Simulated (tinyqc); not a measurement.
Worked calculation: extended Hueckel theory, for BH3+. The parameters take no account of the charge, which enters only through the electron count. Computed by tinyqc, a small Python program that keeps every step (integrals from PySCF). Settings: charge = 1, K = 1.5, weighted = 1, multiplicity = 2. Command: `OMP_NUM_THREADS=1 python tinyqc.py 29948 29949 out.jsonl` (the two numbers bound the seeds that draw the settings). One thread of a shared host (Intel(R) Xeon(R) Processor @ 2.60GHz), about 0.01 s of CPU time with the checks.

## Overlaps

Geometry (angstrom):
```
atom         x         y        z
B      0.00000   0.00000  0.00100
H      1.12900   0.00000  0.00000
H     -0.56400   0.97800  0.00000
H     -0.56400  -0.97800  0.00000
```

Parameters chosen for this run:
```
element  shell  Slater exponent  H_ii (eV)
B           2s          1.30000  -15.20000
B           2p          1.30000   -8.50000
H           1s          1.30000  -13.60000
```

Slater orbitals, each expanded in six Gaussians scaled to its exponent.

overlap S, order 1B 2s, 1B 2px, 1B 2py, 1B 2pz, 2H 1s, 3H 1s, 4H 1s:
$$\begin{pmatrix}
1.00000 & 0.00000 & 0.00000 & 0.00000 & 0.51712 & 0.51713 & 0.51713 \\
0.00000 & 1.00000 & 0.00000 & 0.00000 & 0.54879 & -0.27416 & -0.27416 \\
0.00000 & 0.00000 & 1.00000 & 0.00000 & 0.00000 & 0.47541 & -0.47541 \\
0.00000 & 0.00000 & 0.00000 & 1.00000 & -0.00049 & -0.00049 & -0.00049 \\
0.51712 & 0.54879 & 0.00000 & -0.00049 & 1.00000 & 0.11068 & 0.11068 \\
0.51713 & -0.27416 & 0.47541 & -0.00049 & 0.11068 & 1.00000 & 0.11053 \\
0.51713 & -0.27416 & -0.47541 & -0.00049 & 0.11068 & 0.11053 & 1.00000
\end{pmatrix}$$

## Wolfsberg-Helmholz matrix

diagonal H_ii (eV): 1B 2s -15.20000, 1B 2px -8.50000, 1B 2py -8.50000, 1B 2pz -8.50000, 2H 1s -13.60000, 3H 1s -13.60000, 4H 1s -13.60000

K = 1.50000

H_ij = K' S_ij (H_ii + H_jj)/2 for i != j (the diagonal keeps H_ii), with K' = K + D^2 + D^4 (1 - K), D = (H_ii - H_jj)/(H_ii + H_jj), K = 1.5.

H (eV), order 1B 2s, 1B 2px, 1B 2py, 1B 2pz, 2H 1s, 3H 1s, 4H 1s:
$$\begin{pmatrix}
-15.20000 & 0.00000 & 0.00000 & 0.00000 & -11.19274 & -11.19302 & -11.19302 \\
0.00000 & -8.50000 & 0.00000 & 0.00000 & -9.41054 & 4.70127 & 4.70127 \\
0.00000 & 0.00000 & -8.50000 & 0.00000 & 0.00000 & -8.15221 & 8.15221 \\
0.00000 & 0.00000 & 0.00000 & -8.50000 & 0.00834 & 0.00834 & 0.00834 \\
-11.19274 & -9.41054 & 0.00000 & 0.00834 & -13.60000 & -2.25790 & -2.25790 \\
-11.19302 & 4.70127 & -8.15221 & 0.00834 & -2.25790 & -13.60000 & -2.25477 \\
-11.19302 & 4.70127 & 8.15221 & 0.00834 & -2.25790 & -2.25477 & -13.60000
\end{pmatrix}$$

## Orbitals

valence electrons = 5

Solve H C = S C e through S^(-1/2); fill by pairs from the bottom, a degenerate level sharing its electrons equally; each orbital has its largest coefficient positive (the first on a tie).

orbital energies (eV): [-17.98645, -13.81612, -13.81463, -8.50000, 6.01282, 6.03636, 13.33783]

occupations: [2.00000, 2.00000, 1.00000, 0.00000, 0.00000, 0.00000, 0.00000]

coefficients, order 1B 2s, 1B 2px, 1B 2py, 1B 2pz, 2H 1s, 3H 1s, 4H 1s:
$$\begin{pmatrix}
0.54178 & 0.00000 & -0.00010 & 0.00099 & -0.00195 & 0.00000 & 1.61902 \\
-0.00001 & 0.00000 & 0.32976 & 0.00000 & 1.38659 & 0.00000 & 0.00224 \\
0.00000 & 0.32967 & 0.00000 & 0.00000 & 0.00000 & 1.38732 & 0.00000 \\
0.00003 & 0.00000 & 0.00000 & 1.00000 & 0.00000 & 0.00000 & -0.00173 \\
0.26604 & 0.00000 & 0.63892 & -0.00032 & -1.05483 & 0.00000 & -0.85281 \\
0.26602 & 0.55324 & -0.31944 & -0.00032 & 0.52885 & -0.91484 & -0.85061 \\
0.26602 & -0.55324 & -0.31944 & -0.00032 & 0.52885 & 0.91484 & -0.85061
\end{pmatrix}$$

sum of one-electron energies = -77.41978 eV

## Mulliken analysis

P = C n C^T; charge = valence electrons (B 3, H 1) minus the sum of (P S)_ii on the atom; overlap population = 2 sum P_ij S_ij between two atoms.

charges: 1B 1.11944, 2H 0.19942, 3H -0.15943, 4H -0.15943

Overlap populations:
```
pair      value
2-1    0.529311
3-1    0.702749
3-2   -0.013847
4-1    0.702749
4-2   -0.013847
4-3   -0.081476
```
